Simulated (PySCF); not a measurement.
## Molecular orbitals of SO

TPSS at R = 1.484 Å; basis S x2c-TZVPPall, O x2c-TZVPPall; spin-free X2C with a Gaussian nucleus; PySCF 2.14. State: ³Σ⁻ (triplet), unpaired electrons π ↑↑. Only the outer orbitals are listed, counted within each symmetry.

```csv
spin,orbital,occ.,ε (eV),on S (%),main shells (%)
α,5σ,1,-27.79,25,"69 O s, 17 S s"
α,6σ,1,-17.25,75,"71 S s, 17 O s"
α,7σ,1,-11.17,38,"54 O p, 29 S p, 8 O s"
α,2π,1,-11.13,40,"60 O p, 38 S p"
α,2π,1,-11.13,40,"60 O p, 38 S p"
α,3π,1,-6.16,67,"63 S p, 33 O p"
α,3π,1,-6.16,67,"63 S p, 33 O p"
α,8σ,0,-0.66,110,"86 S p, 15 S d, 10 O p"
β,5σ,1,-26.88,29,"65 O s, 18 S s, 8 S p"
β,6σ,1,-15.73,69,"66 S s, 21 O s, 10 O p"
β,7σ,1,-10.48,43,"49 O p, 30 S p, 12 S s"
β,2π,1,-9.73,41,"58 O p, 38 S p"
β,2π,1,-9.73,41,"58 O p, 38 S p"
β,3π,0,-4.18,67,"64 S p, 33 O p"
β,3π,0,-4.18,67,"64 S p, 33 O p"
```

Which are the highest filled and the lowest empty level, where do they sit, and how wide is the gap?

Highest filled α 3π at -6.16 eV (in %: 63 S p, 33 O p); lowest empty β 3π at -4.18 eV (in %: 64 S p, 33 O p); the gap at TPSS is 1.98 eV. Both belong to one degenerate shell, split only by its one-sided filling, so this is no excitation gap.

| Quantity | Value |
| --- | --- |
| bond order (Mayer) | 1.97 |
| ⟨S²⟩ | 2.007 |
| charge on S (Mulliken, basis-dependent) | 0.25 |
| charge on S (Löwdin, basis-dependent) | 0.29 |
| dipole moment (positive dipole means S(−)O(+)) | -1.44 D |

Shares are Mulliken populations and can fall outside 0 to 100 %.

The state was picked by a PBE0 search and need not be the measured ground state.
